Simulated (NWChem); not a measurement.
System: BCl₃; SMILES ClB(Cl)Cl

The following NWChem deck was run.

```
start job
memory heap 200 mb stack 900 mb global 1100 mb
geometry units angstroms noautoz
  B      0.000000     0.000000     0.000000
  Cl     0.876170     1.505687     0.000000
  Cl     0.865878    -1.511629     0.000000
  Cl    -1.742048     0.005942     0.000000
end
basis spherical
  * library def2-tzvpd
end
dft
  xc xtpss03 ctpss03
  iterations 150
  semidirect filesize 400000000
  mulliken
end
task dft energy
```

Geometry: optimised at PBE0/def2-SVP.

Question: What results follow from this input? (TPSS/def2-TZVPD.) Quantities: energy (Ha); highest occupied level (eV); orbital gap (eV).

Answer: 
```
Property                        Value
---------------------------  --------
energy (Ha)                  -1405.69
highest occupied level (eV)     -7.83
orbital gap (eV)                 5.21
```
